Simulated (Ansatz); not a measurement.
**C3H7N: small, medium and large basis sets**

The task here is to estimate one member of a computed series from the others.

Computed with Ansatz 0.2.0, Gaussian basis. Level: one geometry, several basis sets.

The runs, in order: PBE0-D4/def2-SVP; ωB97M-V/def2-SVP; PBE0-D4/def2-QZVPP; ωB97M-V/def2-QZVPP; the functionals' def2-TZVPP values are taken from earlier runs.

## Structure used throughout

All runs share one geometry, relaxed beforehand with PBE0-D4 in a triple-zeta def2 set.

SMILES `C=NCC`, 11 atoms, charge 0, spin multiplicity 1.

Atoms are counted from 1 here; the program's logs count them from 0.

Bond lengths: C1–N2 1.257 Å, C1–H5 1.090 Å, C1–H6 1.100 Å, N2–C3 1.444 Å, C3–C4 1.518 Å, C3–H7 1.102 Å, C3–H8 1.095 Å, C4–H9 1.092 Å, C4–H10 1.091 Å, C4–H11 1.092 Å. Angles: N2–C1–H5 119.5°, N2–C1–H6 123.2°, H5–C1–H6 117.3°, C1–N2–C3 118.0°, N2–C3–C4 110.5°, N2–C3–H7 111.9°, N2–C3–H8 107.2°, C4–C3–H7 110.5°, C4–C3–H8 109.1°, H7–C3–H8 107.5°, C3–C4–H9 110.8°, C3–C4–H10 110.5°, C3–C4–H11 110.6°, H9–C4–H10 108.0°, H9–C4–H11 108.3°, H10–C4–H11 108.6°.

The first run:

in.yaml

```yaml
crystal:
  periodic: [false, false, false]
  atoms:
    - {symbol: C, position_ang: [-0.738738, 1.738909, 0.351460]}
    - {symbol: N, position_ang: [-0.686025, 0.743279, -0.414005]}
    - {symbol: C, position_ang: [-0.311728, -0.530357, 0.153811]}
    - {symbol: C, position_ang: [0.923207, -1.078277, -0.537561]}
    - {symbol: H, position_ang: [-1.012739, 2.713004, -0.053031]}
    - {symbol: H, position_ang: [-0.520996, 1.682555, 1.428105]}
    - {symbol: H, position_ang: [-0.146505, -0.462281, 1.241307]}
    - {symbol: H, position_ang: [-1.149323, -1.216965, -0.009915]}
    - {symbol: H, position_ang: [1.783125, -0.426088, -0.369305]}
    - {symbol: H, position_ang: [0.758141, -1.148756, -1.614116]}
    - {symbol: H, position_ang: [1.166979, -2.072125, -0.156150]}
basis:
  gaussian: {orbitals: def2-SVP}
hamiltonian: {xc: pbe0, dispersion: d4}
output: {orbitals: {seedname: orbitals}}
```

The run is started by

```console
> ansatz run in.yaml --threads 2 --pin off --events-out ev --progress --plain --max-ram 4352MiB
```

Among the steps run: PBE0-D4 in def2-SVP; ωB97M-V in def2-SVP; PBE0-D4 in def2-QZVPP; ωB97M-V in def2-QZVPP.

One of the session's tables, all rows but one given; the rest of the session is left out.

It belongs to the step «Functionals by basis». 

```
functional       basis  HOMO (eV)  LUMO (eV)
   PBE0-D4    def2-SVP      -7.14      -0.01
   PBE0-D4  def2-TZVPP      -7.31      -0.28
   PBE0-D4  def2-QZVPP      -7.34      -0.37
   ωB97M-V    def2-SVP      -9.51       2.33
   ωB97M-V  def2-TZVPP      -9.70       1.93
   ωB97M-V  def2-QZVPP          ?          ?
```

**Question.** Estimate the row for ωB97M-V, def2-QZVPP.

As computed: HOMO (eV): -9.73; LUMO (eV): 1.68. In the column «HOMO (eV)» it is the lowest.
